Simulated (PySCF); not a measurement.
NMR data simulated for an unnamed compound:

$^{1}$H NMR (300 MHz, computed): δ 3.37 (tt, J = 7.4, 3.6 Hz, 1H), 0.49 (m, 2H), 0.15 (m, 2H), -0.91 (br s, 1H).

$^{13}$C{$^{1}$H} NMR (computed): δ 50.9 (CH), 8.1 (CH2).

[PySCF 2.14.0 with density-fitted response routines: GFN2-xTB structure; PBE0/pcSseg-1 with gauge-including orbitals; couplings computed with B3LYP/pcJ-1 (without the spin–dipole term); no solvent; relativity neglected; one conformer; fast rotation and ring inversion assumed for equivalent nuclei]

References, each an isolated molecule treated in the same way: TMS for $^{1}$H, $^{13}$C.

Question: Which of these does the molecule contain: a (CH3)2CH unit, an aldehyde, an OH group, an ester, a three-membered ring?

Answer: 
- A (CH3)2CH unit: no.
- An aldehyde: no.
- An OH group: yes (δH -0.91 (br s)).
- An ester: no.
- A three-membered ring: yes.

The data belong to SMILES OC1CC1, C3H6O; they needn't prove each group on their own.

Carbon signals by region: 1 at 50–100 ppm, 1 below 50 ppm.

Exchangeable OH/NH protons stand at their gas-phase positions; hydrogen bonding in a real sample shifts them, mostly to higher δ. Splittings below 1 Hz are ignored in the labels, and close J values are merged. Couplings among chemically equivalent protons are left out too, so labels in AA′BB′ or AA′XX′ sets are apparent multiplicities. Unscaled 3J(H,H) at this level run about 10 % above measured values. Shifts are as computed. Against solution values, carbons near 30 ppm lie about +3 ppm off and those near 130 ppm about +5 ppm. Of 1211 compounds with measured shifts, 218 miss one by over three times the rms of a fit or turn the order of signals round; such compounds aren't used in these exercises. Couplings to exchangeable protons are dropped.
